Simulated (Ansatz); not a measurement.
```yaml
crystal:
  periodic: [false, false, false]
  atoms:
    - {symbol: Hf, position_ang: [0.000000, 0.000000, 0.088742]}
    - {symbol: N, position_ang: [0.000000, 0.000000, 2.021848]}
    - {symbol: Cl, position_ang: [0.000000, 0.000000, -2.110590]}
basis:
  gaussian: {orbitals: def2-TZVP}
magnetization: {spin_polarized: true, initial_magnetization: 4}
hamiltonian: {xc: pbe0}
relax: {f_tol: 0.004, max_steps: 80}
```

```sh
$ ansatz run in.yaml --threads 1 --pin off --events-out ev --progress --plain --max-ram 2176MiB
```

Steps of the relaxation (energy above the last step; positions in Å, forces in eV/Å):

```
3
step 1, 365.7 meV
Hf    0.000    0.000    0.089    0.000    0.000    0.860
N     0.000    0.000    2.022    0.000    0.000    2.547
Cl    0.000    0.000   -2.111    0.000    0.000   -3.407
```

```
3
step 2, 6.1 meV
Hf    0.000    0.000    0.121    0.000    0.000   -0.407
N     0.000    0.000    2.150    0.000    0.000    0.015
Cl    0.000    0.000   -2.271    0.000    0.000    0.392
```

```
3
step 3, 0.1 meV
Hf    0.000    0.000    0.112    0.000    0.000   -0.073
N     0.000    0.000    2.141    0.000    0.000    0.049
Cl    0.000    0.000   -2.252    0.000    0.000    0.024
```

```
3
step 5, 0.0 meV
Hf    0.000    0.000    0.110    0.000    0.000    0.000
N     0.000    0.000    2.142    0.000    0.000    0.000
Cl    0.000    0.000   -2.252    0.000    0.000    0.000
```

Close pairs at the end: Hf1–N2 2.032 Å, Hf1–Cl3 2.362 Å.

A stationary point of unrestricted PBE0 after 5 steps, with ⟨S²⟩ = 6.007 against 6.00 for a pure state; no frequencies were run, so it isn't proven a minimum. 2.3 min on 1 thread of Arm Neoverse V1, shared host.
